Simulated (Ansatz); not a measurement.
**Scan of the S3–H7 bond length**

AlBH₄S (SMILES [AlH2][BH]S), closed shell, at its PBE0-D4/def2-TZVP minimum:

```
7
angstrom
Al -1.1798 0.2564 -0.3887
B 0.7475 0.5736 0.4528
S 1.8801 -0.7780 0.5152
H -1.4867 -1.2322 -0.8808
H -2.3113 1.3597 -0.5683
H 1.2155 1.5733 0.9136
H 1.1347 -1.7528 -0.0437
```

The bond length S3–H7 (1.348 Å at the minimum) is set to the values below, the two halves moving rigidly along the bond. Each method's energies count from its own value at the PBE0-D4 minimum structure. Program: Ansatz 0.2.0. Basis: def2-TZVPP. Cores are frozen in the correlated methods. B3LYP uses VWN-RPA correlation.

```json
{"bond length (Å)": "1.187", "CCSD(T) (kJ/mol)": "40.2", "wB97M-V (kJ/mol)": "40.3", "r2SCAN-D4 (kJ/mol)": "42.7", "PBE0-D4 (kJ/mol)": "42.4"}
{"bond length (Å)": "1.234", "CCSD(T) (kJ/mol)": "17.9", "wB97M-V (kJ/mol)": "18.1", "r2SCAN-D4 (kJ/mol)": "19.7", "PBE0-D4 (kJ/mol)": "19.4"}
{"bond length (Å)": "1.302", "CCSD(T) (kJ/mol)": "2.2", "wB97M-V (kJ/mol)": "2.3", "r2SCAN-D4 (kJ/mol)": "3.0", "PBE0-D4 (kJ/mol)": "2.8"}
{"bond length (Å)": "1.383", "CCSD(T) (kJ/mol)": "1.8", "wB97M-V (kJ/mol)": "1.8", "r2SCAN-D4 (kJ/mol)": "1.2", "PBE0-D4 (kJ/mol)": "1.4"}
{"bond length (Å)": "1.471", "CCSD(T) (kJ/mol)": "16.1", "wB97M-V (kJ/mol)": "16.2", "r2SCAN-D4 (kJ/mol)": "14.2", "PBE0-D4 (kJ/mol)": "15.1"}
{"bond length (Å)": "1.567", "CCSD(T) (kJ/mol)": "42.1", "wB97M-V (kJ/mol)": "42.8", "r2SCAN-D4 (kJ/mol)": "38.8", "PBE0-D4 (kJ/mol)": "40.9"}
{"bond length (Å)": "1.669", "CCSD(T) (kJ/mol)": "75.8", "wB97M-V (kJ/mol)": "77.8", "r2SCAN-D4 (kJ/mol)": "71.3", "PBE0-D4 (kJ/mol)": "74.9"}
{"bond length (Å)": "1.776", "CCSD(T) (kJ/mol)": "113.3", "wB97M-V (kJ/mol)": "117.9", "r2SCAN-D4 (kJ/mol)": "108.1", "PBE0-D4 (kJ/mol)": "113.5"}
{"bond length (Å)": "1.888", "CCSD(T) (kJ/mol)": "151.8", "wB97M-V (kJ/mol)": "160.4", "r2SCAN-D4 (kJ/mol)": "146.5", "PBE0-D4 (kJ/mol)": "154.1"}
```

Minimum and curvature along this coordinate at CCSD(T): A fifth-order fit through the nearest points gives 1.343 Å, with a curvature of about 26 eV/Å².

Question: Treat the two halves as rigid bodies and work out the harmonic wavenumber of this stretch from that curvature (ν̃ = 521.5 √(k/μ) cm⁻¹ with k in eV/Å² and μ in u).

Answer: The halves weigh 72.89 and 1.01 u, so μ = 72.89 × 1.01/73.90 = 0.996 u and ν̃ = 521.5 √(26/0.996) ≈ 2700 cm⁻¹. A true normal mode mixes in other motions, so this is a guide only.

Largest difference from the CCSD(T) curve over the scan: PBE-D4 19.7; B3LYP-D4 4.9; HF 39.2; MP2 16.8 kJ/mol. Each curve counts from its own value at the minimum.

The T1 diagnostic stays at or below 0.020. The restricted Hartree–Fock reference is unstable towards an unrestricted one here.

For scale, one of the runs: CCSD(T)/def2-TZVPP, 171 basis functions, launched by `ansatz run in.yaml --threads 2 --pin off --events-out ev --progress --plain --max-ram 4352MiB`. Time: 21 s of wall clock on 2 CPU threads of an Arm Neoverse V1; the host was shared. Peak host memory: 1.3 GiB.
